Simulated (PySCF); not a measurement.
## HSiCl, triplet: the ladder up to RCCSDT

Geometry: that of the HSiCl, singlet, kept fixed.

| atom | x (Å) | y (Å) | z (Å) |
| --- | --- | --- | --- |
| Si | 0.0000 | -0.0890 | 1.1358 |
| Cl | 0.0000 | 0.0300 | -0.9381 |
| H | 0.0000 | 1.4253 | 1.3486 |

Basis 6-31G; PySCF 2.14.0. Correlated methods freeze the noble-gas cores, which leaves 12 electrons in 18 orbitals. Prefix R: restricted or restricted open-shell reference; prefix U: unrestricted.

Full CI isn't at hand for all of this; RCCSDT serves as the reference. It lacks quadruple excitations, which often exceed the step from CCSD(T) to CCSDT. The frozen core follows each run's orbitals, which can shift R against U totals by a few meV.

* UHF ⟨S²⟩: 2.005
* T1 diagnostic (ROHF- or RHF-based CCSD): 0.0219
* largest doubles amplitude (ROHF- or RHF-based CCSD): 0.037
* T1 diagnostic (UCCSD): 0.0181

```json
{"level": "RHF", "E − E(RCCSDT) (mEh)": "91.92", "share of correlation (%)": "0.00", "wall time": "–"}
{"level": "UHF", "E − E(RCCSDT) (mEh)": "90.65", "share of correlation (%)": "1.39", "wall time": "–"}
{"level": "RMP2", "E − E(RCCSDT) (mEh)": "19.91", "share of correlation (%)": "78.34", "wall time": "–"}
{"level": "UMP2", "E − E(RCCSDT) (mEh)": "19.59", "share of correlation (%)": "78.69", "wall time": "–"}
{"level": "RCCSD", "E − E(RCCSDT) (mEh)": "2.17", "share of correlation (%)": "97.64", "wall time": "–"}
{"level": "UCCSD", "E − E(RCCSDT) (mEh)": "2.16", "share of correlation (%)": "97.65", "wall time": "–"}
{"level": "RCCSD(T)", "E − E(RCCSDT) (mEh)": "0.48", "share of correlation (%)": "99.47", "wall time": "0.4 s"}
{"level": "UCCSD(T)", "E − E(RCCSDT) (mEh)": "0.48", "share of correlation (%)": "99.48", "wall time": "0.25 s"}
{"level": "UCCSDT", "E − E(RCCSDT) (mEh)": "-0.01", "share of correlation (%)": "100.01", "wall time": "8.9 s"}
```

The correlation energy at RCCSDT, counted from RHF, is -2.501 eV. That run took 8.5 s on 1 thread of Arm Neoverse V2, shared host.

Times are those of the correlated step on a shared host, with one SCF added for the restricted CCSD run; they ran on 1 thread of Arm Neoverse V2.
